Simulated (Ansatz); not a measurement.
Molecule: C$_{2}$H$_{2}$Cl$_{4}$, charge 0, multiplicity 1. SMILES: ClC(C(Cl)Cl)Cl
Geometry: optimised at B3LYP-D3(BJ)/def2-TZVP (Ansatz, a program for electronic structure).

B3LYP/6-31G* beside other levels, property by property. Terms: spin-orbit terms left out; open shells spin-unrestricted; non-relativistic; atomisation electronic, to ground-state atoms; frozen cores in correlated levels; dispersion terms only where a functional's name holds one; 6-31G* and kin with 6d, 5d where marked. Basis-set limits of correlation are two-point, X^-3; Hartree-Fock from the larger set. The bracket is a focal-point correction in the basis named. Ab initio and DFT rows: single points at B3LYP-D3(BJ) geometries (Ansatz), with unscaled harmonic terms from B3LYP/6-31G* (Ansatz) at its own minima, enthalpies of formation by atomisation with measured atoms.

Measured values: CRC Handbook, as tabulated in the package chemicals; they hold spin-orbit and core effects, anharmonicity and other conformers. For ClC(Cl)C(Cl)Cl (enthalpy of formation at 298 K) the tabulated value and RI-MP2/CBS(cc-pV(T+d)Z,cc-pV(Q+d)Z)+[CCSD(T)-MP2]/cc-pV(T+d)Z (Ansatz) part by 3.1 kcal/mol: another conformer or state, missing terms or a fault of the table's entry are possible. Coupled cluster (Ansatz) is a level with limits of its own, used here on species with T1 under 0.025 (0.045 for open shells) and stable references: RI-MP2/CBS(cc-pV(T+d)Z,cc-pV(Q+d)Z)+[CCSD(T)-MP2]/cc-pV(T+d)Z.

```csv
property,B3LYP/6-31G* (Ansatz),HF/6-31G* (Ansatz),B3LYP-D3(BJ)/def2-TZVPD (Ansatz + dftd3),PBE0/def2-TZVPD (Ansatz),to compare with
"C-C bond dissociation enthalpy at 298 K, to Cl[CH]Cl + Cl[CH]Cl (kcal/mol)",70.1,50.8,71.3,69.7,81.1 coupled cluster
enthalpy of formation at 298 K (kcal/mol),-14.4,170.5,-30.4,-43.5,-35.7 measured
atomisation energy (kcal/mol),594.6,409.6,610.6,623.7,618.9 coupled cluster
```

As the rows show:
- C-C bond dissociation enthalpy at 298 K, to Cl[CH]Cl + Cl[CH]Cl: B3LYP/6-31G* lies 11.0 kcal/mol below coupled cluster.
- enthalpy of formation at 298 K: B3LYP/6-31G* lies 21.3 kcal/mol above the measured value.
- atomisation energy: B3LYP/6-31G* lies 24.3 kcal/mol below coupled cluster.

The properties are those with a value to compare with, at most eight drawn at random. No case is left out for the size of its miss. Left out are saddle points of the reference geometry, anions that the best level run finds unbound, excited spin states, species near biochemistry, 298 K rows of species without real B3LYP wavenumbers, cases with under five habitual levels, runs that failed or that the program found above a lower state of the same kind, table entries that another table contradicts, and a share of species set aside by lot.
